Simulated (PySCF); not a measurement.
Molecule (SMILES): ClCl (Cl2).
Geometry (B3LYP-D3(BJ)/def2-TZVP, fixed):
```
Cl
Cl 1 2.0135
```

Basis-set convergence of the mean static polarisability at HF with PySCF. All functions are spherical. Density fitting with generated auxiliary sets. No added dispersion term, no relativity. Reference: the value in aug-pcseg-3, 30.45 bohr³, itself unsure by roughly 0.4 % (its mean distance from aug-cc-pV(Q+d)Z, aug-pcseg-2, aug-cc-pV(T+d)Z). Deviations are taken from unrounded values.

```json
[
 {"basis": "def2-SVP", "functions": "36", "mean static polarisability (bohr³)": "18.06"},
 {"basis": "def2-SVPD", "functions": "54", "mean static polarisability (bohr³)": "29.67"},
 {"basis": "pcseg-1", "functions": "36", "mean static polarisability (bohr³)": "19.91"},
 {"basis": "aug-pcseg-1", "functions": "54", "mean static polarisability (bohr³)": "30.45"},
 {"basis": "cc-pV(D+d)Z", "functions": "46", "mean static polarisability (bohr³)": "18.56"},
 {"basis": "aug-cc-pV(D+d)Z", "functions": "64", "mean static polarisability (bohr³)": "28.88"},
 {"basis": "6-311G**", "functions": "52", "mean static polarisability (bohr³)": "18.03"},
 {"basis": "6-311+G**", "functions": "60", "mean static polarisability (bohr³)": "21.13"},
 {"basis": "pcseg-2", "functions": "68", "mean static polarisability (bohr³)": "20.11"},
 {"basis": "aug-pcseg-2", "functions": "100", "mean static polarisability (bohr³)": "30.35"},
 {"basis": "def2-TZVP", "functions": "74", "mean static polarisability (bohr³)": "23.01"},
 {"basis": "def2-TZVPD", "functions": "92", "mean static polarisability (bohr³)": "30.46"},
 {"basis": "cc-pV(T+d)Z", "functions": "78", "mean static polarisability (bohr³)": "23.43"},
 {"basis": "aug-cc-pV(T+d)Z", "functions": "110", "mean static polarisability (bohr³)": "30.21"},
 {"basis": "def2-TZVPP", "functions": "84", "mean static polarisability (bohr³)": "23.11"},
 {"basis": "def2-TZVPPD", "functions": "102", "mean static polarisability (bohr³)": "30.47"},
 {"basis": "cc-pV(Q+d)Z", "functions": "128", "mean static polarisability (bohr³)": "26.92"},
 {"basis": "aug-cc-pV(Q+d)Z", "functions": "178", "mean static polarisability (bohr³)": "30.44"},
 {"basis": "pcseg-3", "functions": "128", "mean static polarisability (bohr³)": "26.03"},
 {"basis": "aug-pcseg-3", "functions": "178", "mean static polarisability (bohr³)": "30.45"},
 {"basis": "def2-QZVPP", "functions": "140", "mean static polarisability (bohr³)": "27.11"},
 {"basis": "def2-QZVPPD", "functions": "158", "mean static polarisability (bohr³)": "30.44"}
]
```

What the diffuse functions change, pair by pair:
- def2-SVP to def2-SVPD: 18 more functions, deviation -40.7 to -2.6 %
- pcseg-1 to aug-pcseg-1: 18 more functions, deviation -34.6 to 0.0 %
- cc-pV(D+d)Z to aug-cc-pV(D+d)Z: 18 more functions, deviation -39.1 to -5.2 %
- 6-311G** to 6-311+G**: 8 more functions, deviation -40.8 to -30.6 %
- pcseg-2 to aug-pcseg-2: 32 more functions, deviation -33.9 to -0.3 %
- def2-TZVP to def2-TZVPD: 18 more functions, deviation -24.4 to 0.0 %
- cc-pV(T+d)Z to aug-cc-pV(T+d)Z: 32 more functions, deviation -23.1 to -0.8 %
- def2-TZVPP to def2-TZVPPD: 18 more functions, deviation -24.1 to 0.0 %
- cc-pV(Q+d)Z to aug-cc-pV(Q+d)Z: 50 more functions, deviation -11.6 to 0.0 %
- pcseg-3 to aug-pcseg-3: 50 more functions, deviation -14.5 to 0.0 %
- def2-QZVPP to def2-QZVPPD: 18 more functions, deviation -11.0 to 0.0 %

Leaving out the reference's own pair, they bring the value nearer the reference by more than 0.4 % in 10 of 10 pairs.
